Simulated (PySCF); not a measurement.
Work out the structure from these simulated measurements.

Formula: C3H5ClO.

| Item | Value |
| --- | --- |
| Dipole | 2.96 D [B97-2/pcSseg-2] |
| NMR, other nuclei | isotropic shieldings of nuclei other than C and H, by class: -232 (1 O), 488 (1 Cl) ppm [GIAO B97-2/pcSseg-2] |
| 1H NMR | chemical shifts (computed TMS as zero) by class: 2.97 (2 H), 1.09 (3 H) ppm [GIAO B97-2/pcSseg-2] |
| Rotational structure | rotational constants A, B, C: 8.917, 2.397, 1.934 GHz [PBE0-D3(BJ)/def2-TZVP] |
| 13C NMR | chemical shifts (computed TMS as zero) by class: 188.4 (1 C), 44.9 (1 C), 11.7 (1 C) ppm [GIAO B97-2/pcSseg-2] |

The electronic properties come from PySCF, for the isolated species, density fitting. Levels stand in brackets. One conformer (not necessarily the lowest) at the PBE0-D3(BJ)/def2-TZVP geometry, without solvent, vibrations or thermal averaging. NMR classes are plain means over equivalent atoms (diastereotopic ones count apart unless rotation or inversion swaps them), as if these changed places fast.

Problem. Propose a structure and show how it fits.

Solution. Numbering: `[CH3:1][CH2:2][C:3](=[O:4])[Cl:5]`. Its formula, C3H5ClO, gives 1 degree of unsaturation: 0 rings and 1 π bond in the structure found. 3 carbons fall into 3 classes; from least to most shielded: acyl halide carbon [C3] (188.4 ppm), sp3 carbon next to a carbonyl [C2] (44.9 ppm), methyl carbon [C1] (11.7 ppm). Hydrogen classes from least to most shielded: 2 H on an sp3 carbon next to a carbonyl, C2 (2.97 ppm), 3 H on a methyl carbon, C1 (1.09 ppm). The other shieldings belong to: -232 ppm, carbonyl oxygen [O4]; 488 ppm, chlorine bonded to C [Cl5]. By its constants the optimised geometry is an asymmetric top. Structure: propionyl chloride, `CCC(=O)Cl`. Computed isomers that give other values at the same levels: `ClC[C@@H]1CO1` (13C chemical shifts (computed TMS as zero) by class: 54.0 (1 C), 52.0 (1 C), 50.4 (1 C) ppm). The assignments are read from this structure; whether some other isomer fits the data as well wasn't checked.

Shape of the structure used: `[CH3:1][CH2:2][C:3](=[O:4])[Cl:5]`: C1–C2–C3–O4 -2°.
